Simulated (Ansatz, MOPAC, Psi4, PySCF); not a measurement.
Reaction (SMILES): C1=CC1 + 3 C (CH4) → C=C (C2H4) [ethene] + 2 CC (C2H6)

Property: bond separation energy (enthalpy at 298 K), in kcal/mol. Conventions: spin-orbit terms left out; valence correlation only; six Cartesian d functions in 6-31G* and its kin unless marked 5d; dispersion terms only where a functional's name holds one; non-relativistic; 6-311+G** with 5d; PM7 with its own dispersion and hydrogen-bond terms. Basis-set limits of correlation are two-point, X^-3; Hartree-Fock from the larger set. [CCSD(T)-MP2]/basis is that difference in the basis named. Ab initio and DFT rows: single points at B3LYP-D3(BJ) geometries (Ansatz, an electronic-structure program), with unscaled harmonic terms from B3LYP/6-31G* (Ansatz) at its own minima. Semi-empirical rows: MOPAC heats of formation at their own minima for 298 K.

Measured values: Active Thermochemical Tables 1.112 (ions: stationary electron), as tabulated in the package chemicals; they hold spin-orbit and core effects, anharmonicity. 

Value to compare with, the measured value: -41.9 kcal/mol.

```tsv
level	program	bond separation energy (enthalpy at 298 K) (kcal/mol)	error
AM1	MOPAC	-66.8	-24.9
PM7	MOPAC	-42.7	-0.8
PBE/3-21G	Ansatz	-51.3	-9.4
PBE/6-31G*	Ansatz	-40.8	1.1
PBE/def2-SVP	Ansatz	-40.8	1.1
BP86/6-31G* (5d)	PySCF	-40.0	1.9
B3LYP/6-31G*	Ansatz	-42.2	-0.3
B3LYP/6-311+G**	Ansatz	-41.2	0.7
wB97X-D/6-311+G**	Psi4	-43.9	-2.0
MP2/3-21G	Ansatz	-51.1	-9.2
PBE/def2-TZVPD	Ansatz	-39.3	2.6
M06-2X/def2-TZVPD	PySCF	-39.3	2.6
RI-MP2/CBS(cc-pVTZ,cc-pVQZ)+[CCSD(T)-MP2]/cc-pVTZ	Ansatz	-42.7	-0.8
```

Among the 10 habitual levels, AM1 lies farthest from the measured value (-24.9 kcal/mol); 4 of 10 lie above it, and their mean absolute error is 5.1 kcal/mol, the median 1.5. One case shows no general order.

The levels are drawn from those run, B3LYP/6-31G* more often than the rest, none by its result; left out are runs that failed, that the program found above a lower state of the same kind, or whose <S^2> lies over 0.5 above the pure value.
